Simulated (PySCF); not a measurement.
**Argon: a sound run and one with changed settings**

Sound run: Ar [Ar], Ar⁺ [Ne] 3s2 3p5. Calculation: PySCF 2.14, in x2c-TZVPall (5s5p2d1f, 37 functions); the spin-free X2C one-electron Hamiltonian (Gaussian nucleus). The sound run starts from symmetry-adapted Hartree-Fock orbitals and uses a fine grid where one is needed.

A second run was set up differently.

```json
{"species": "Ar", "method": "UHF", "sound run (hartree)": "-528.61400", "changed run (hartree)": "-528.61400", "converged": "yes"}
{"species": "Ar", "method": "MN15", "sound run (hartree)": "-529.47952", "changed run (hartree)": "-529.47952", "converged": "yes"}
{"species": "Ar", "method": "M06-2X", "sound run (hartree)": "-529.35780", "changed run (hartree)": "-529.35780", "converged": "yes"}
{"species": "Ar⁺", "method": "UHF", "sound run (hartree)": "-528.07903", "changed run (hartree)": "-528.07903", "converged": "yes"}
{"species": "Ar⁺", "method": "MN15", "sound run (hartree)": "-528.89996", "changed run (hartree)": "-528.89849", "converged": "yes"}
{"species": "Ar⁺", "method": "M06-2X", "sound run (hartree)": "-528.77720", "changed run (hartree)": "-528.77941", "converged": "yes"}
```

Ionisation energy of Ar:

| method | sound run (eV) | changed run (eV) |
| --- | --- | --- |
| UHF | 14.557 | 14.557 |
| MN15 | 15.771 | 15.811 |
| M06-2X | 15.799 | 15.739 |

Task: What was changed?
A. angular grid far too coarse
B. all electrons correlated in a valence basis
C. a valence shell is frozen
D. basis contracted for another Hamiltonian

Result: A. It used 26 angular points. A coarse angular grid integrates products of high-l functions wrongly, so density functionals can shift, and the SCF can exploit the error; Hartree-Fock and MP2 need no grid.
